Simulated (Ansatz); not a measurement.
Total energies of C5H10O2, SMILES `COC1CCCO1`.

```xyz
17

C    -1.0327    1.9138   -1.1746
O    -1.1478    0.7146   -0.4488
C    -0.1433   -0.2110   -0.7503
C    -0.3707   -1.4430    0.0996
C     0.2955   -1.0297    1.4074
C     1.4628   -0.1754    0.9210
O     1.1333    0.2539   -0.4002
H    -1.8777    2.5425   -0.8946
H    -1.0711    1.7257   -2.2564
H    -0.0989    2.4354   -0.9436
H    -0.1245   -0.3923   -1.8335
H     0.1451   -2.2925   -0.3545
H    -1.4289   -1.6811    0.1968
H    -0.3968   -0.4333    2.0038
H     0.6246   -1.8770    2.0098
H     1.6369    0.6981    1.5548
H     2.3940   -0.7486    0.8633
```

Total charge 0; spin multiplicity 1. Geometry: relaxed with PBE0-D4/def2-TZVP. It is one conformer, not always the lowest. Basis def2-TZVPP, the Gaussian-basis code of Ansatz.

RPA on PBE orbitals: Hartree–Fock energy of these orbitals -344.93301 Eh, correlation -2.12879 Eh (frozen core).

```
             functional                                       kind  energy without D4 (Eh)  D4 term (kJ/mol)
                 revPBE                                        GGA              -347.00539            -121.3
                   BLYP                                        GGA              -346.98129             -77.9
                 r2SCAN                                   meta-GGA              -346.92541              -9.3
                 B97M-V                         meta-GGA with VV10              -347.08058                 –
                   PBE0         global hybrid, 25 % exact exchange              -346.72267             -29.4
                  B3LYP                        global hybrid, 20 %              -347.12665             -55.2
                r2SCANh                      meta-GGA hybrid, 10 %              -346.90954              -9.7
                r2SCAN0                      meta-GGA hybrid, 25 %              -346.88735             -10.6
HSE06 (plane-wave form)                            screened hybrid              -346.70401             -27.0
                  BHLYP                        global hybrid, 50 %              -346.92030             -37.5
                ωB97X-V       range-separated hybrid GGA with VV10              -347.02208                 –
                ωB97M-V  range-separated hybrid meta-GGA with VV10              -346.97611                 –
                 B2PLYP                              double hybrid              -346.83677                 –
               PBE-QIDH                              double hybrid              -346.67647                 –
```

(1) Give the same for LDA (SPW92), PBE, CAM-B3LYP, LC-ωPBE. (Estimate.)

B3LYP takes the VWN-RPA correlation (the form of Gaussian; ORCA's B3LYP/G). HSE06 is the plane-wave form, built on full-range PBE exchange. The double hybrids freeze the cores in their second-order part.

Answers

(1) Computed: 
```tsv
functional	kind	energy without D4 (Eh)	D4 term (kJ/mol)
LDA (SPW92)	LDA	-344.21217	–
PBE	GGA	-346.69034	-35.0
CAM-B3LYP	range-separated hybrid	-346.96246	-29.2
LC-ωPBE	long-range corrected hybrid	-346.91608	–
```

LC-ωPBE has ω = 0.4 bohr⁻¹.
